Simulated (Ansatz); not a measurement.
# Worked example: building the atomization energy of PF₃, singlet

Measured: the G2/97 heats of formation, with zero-point and thermal terms from B3LYP taken off, give an electronic atomization energy of 363.9 kcal/mol (Curtiss et al., J. Chem. Phys. 106, 1063 (1997); Staroverov et al., J. Chem. Phys. 119, 12129 (2003)). The calculation below tries to reproduce it.

Geometry (MP2(full)/6-31G*, from the G2/97 set):

```yaml
atoms:
  - { symbol: P, position_ang: [0.0000, 0.0000, 0.5107] }
  - { symbol: F, position_ang: [0.0000, 1.3839, -0.2776] }
  - { symbol: F, position_ang: [1.1985, -0.6919, -0.2776] }
  - { symbol: F, position_ang: [-1.1985, -0.6919, -0.2776] }
```

Atomization energies (atoms less molecule, kcal/mol) from Ansatz 0.2.0, frozen cores, restricted molecule, unrestricted atoms, sets cc-pV(D+d)Z, cc-pV(T+d)Z, cc-pV(Q+d)Z:

```
   level      DZ      TZ      QZ
      HF  200.16  230.58  234.44
 CCSD(T)  298.53  344.18  356.86
   CCSDT  298.57  343.55       –
CCSDT(Q)  299.41  344.16       –
```

Problem. Extrapolate Hartree–Fock with exp(−5.46 √X) and the CCSD(T) correlation part with X⁻³ (X = 3, 4), add each higher step from the largest set that has it, and compare with the measured value.

Solution. Hartree–Fock: 234.44 + (234.44 − 230.58) × 0.301 = 235.60.
Correlation: TZ 113.60, QZ 122.42; (64 × 122.42 − 27 × 113.60) / 37 = 128.86.
Full triples (TZ): 343.55 − 344.18 = -0.63.
(Q) (TZ): 344.16 − 343.55 = 0.61.
Sum: 364.4 kcal/mol, 0.5 above the measured 363.9.

The steps beyond CCSD(T) add -0.02 kcal/mol, while going from QZ to the limit adds 7.60. Core correlation, scalar relativity, spin–orbit terms and the relaxation from this MP2 geometry are missing from the sum, and the measured value has its own uncertainty.
